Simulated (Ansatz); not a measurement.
Candidates: 2H-SiC, zinc-blende ZnS, zinc-blende AlN (metastable phase), wurtzite AlN, wurtzite CdS, zinc-blende MgS (metastable phase). Level: r²SCAN+rVV10 in Ansatz (PAW).

Ansatz's runs of these crystals have no spin polarisation.

Density-functional gaps are differences of (generalised) Kohn–Sham levels.

Measured gaps can lie in another order.

Spin–orbit coupling is included only where a level's name says +SOC; with heavier elements it mostly lowers gaps and can invert bands. Each level is taken at its own relaxed cell. Ansatz's density-functional and Hartree–Fock values are scalar-relativistic unless marked +SOC, with PAW data made under PBE.

Problem. Which of them have a computed band gap between 2.1 and 3.3 eV?

Solution. 2H-SiC, zinc-blende ZnS. The values: 2H-SiC 2.60 eV; zinc-blende ZnS 2.70 eV; zinc-blende AlN (metastable phase) 3.90 eV; wurtzite AlN 4.87 eV; wurtzite CdS 1.61 eV; zinc-blende MgS (metastable phase) 4.11 eV.

Ansatz is a first-principles code.
